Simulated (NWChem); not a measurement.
System: phosphine (PH3); SMILES P

```xyz
4

P      0.0000     0.0000     0.1529
H      0.4056    -1.1273    -0.6486
H     -1.1791     0.2124    -0.6486
H      0.7735     0.9150    -0.6486
```
Atoms are numbered in this order, from 1.

Results from NWChem. Geometry: optimised at PBE-D3(BJ)/def2-SVP. Ions are spin-unrestricted doublets at the neutral geometry; other ion states weren't tried.

For level CAM-B3LYP/3-21G:

```
Item           Result
-------------  ------
−ε(HOMO) (eV)    9.02
```

**Question.** Estimate the same quantities for level CAM-B3LYP/aug-pcseg-1.

**Answer.** −ε(HOMO) (eV): 9.28
